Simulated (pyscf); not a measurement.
Thermochemistry of product channels of HO–Ga(OH)–F + HCl on the singlet surface, in eV, from CCSD(T)/def2-TZVPP + ΔMP2(QZVPP) energies (ideal gas, 1 atm, RRHO with modes under 100 cm⁻¹ raised to 100, one conformer, R ln 2 for chiral ones without a mode under 150 cm⁻¹). Structures and frequencies: ωB97X-D3(BJ)/def2-SVP in PySCF. Correlated levels are frozen-core, on RHF or UHF. ΔMP2 is the change of the MP2 total energy from the triple- to the quadruple-zeta basis.

```
products              ΔE  ΔH(298 K)  ΔG(298 K)  ΔG(900 K)
-----------------  -----  ---------  ---------  ---------
HO–Ga(OH)–Cl + HF  -0.37      -0.32      -0.31      -0.30
HO–GaH–OH + F–Cl   +3.91      +3.88      +3.86      +3.84
```

These are energies of the channels, which say nothing of barriers. The CCSD(T) − MP2 part came from Ansatz, without density fitting, on the same reference. The frozen core leaves the outer d or s,p core shells of the metals and heavy elements correlated in the MP2 and CC values, and def2-TZVPP describes them poorly, which can shift differences by a few kcal/mol. Elements up to Kr have no core potential and no relativistic terms here.
